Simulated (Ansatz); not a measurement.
The first iterations of a band of CH6OSi + H (10 atoms, charge 0, multiplicity 2).

Method: Ansatz, UKS PBE0-D4/6-31G*.

- movable images: 5
- climbing image: yes
- spring: 5.0 eV/Å²
- optimiser: quadratic models (default)
- start path: through a guess of the saddle point
- force threshold: 0.05 eV/Å
- iteration limit: 60
- end points: relaxed

First end point:

```xyz
10
Properties=species:S:1:pos:R:3
Si 0.213 0.364 0.342
H -1.737 -2.616 1.668
H 1.661 0.682 0.137
C -0.855 1.712 -0.378
H -1.917 1.482 -0.244
H -0.652 2.673 0.106
H -0.664 1.825 -1.451
H -0.049 -0.937 -0.349
O -0.160 0.266 1.964
H 0.289 -0.430 2.458
```

Last end point:

```xyz
10
Properties=species:S:1:pos:R:3
Si 0.744 0.553 0.122
H -0.799 -0.527 2.621
H 2.010 1.144 -0.419
C -0.757 1.626 -0.249
H -1.639 1.171 0.210
H -0.631 2.635 0.156
H -0.921 1.710 -1.330
H 0.605 -0.830 -0.432
O -1.436 -0.823 1.958
H -1.049 -1.639 1.616
```

| iteration | highest image above the first end (eV) | largest band force component (eV/Å) |
| --- | --- | --- |
| 1 | 16.437 | 113.457 |
| 2 | 2.704 | 24.770 |
| 3 | 1.341 | 15.342 |
| 4 | 0.897 | 6.937 |
| 5 | 0.483 | 2.929 |
| 6 | 0.443 | 2.832 |
| 7 | 0.274 | 1.714 |

Task: Does the band converge within its limit, and where does its top end?

Result: The forces met the threshold. It ended after 22 iterations with the highest image 0.158 eV above the first end. The profile has 2 maxima (images 2, 4) with wells between them (image 3): this band takes more than one step, which may be the mechanism or a detour left from its start path. A vibrational analysis at the climbing image gives one clearly imaginary mode, 153i cm⁻¹, and a faint second one (21i cm⁻¹) that may be numerical noise or a soft torsion: probably a first-order saddle point.

Run time: 2.4 min on 1 thread of AMD EPYC 9R45 96-Core Processor (Zen 5) (shared host), peak memory 0.18 GiB.
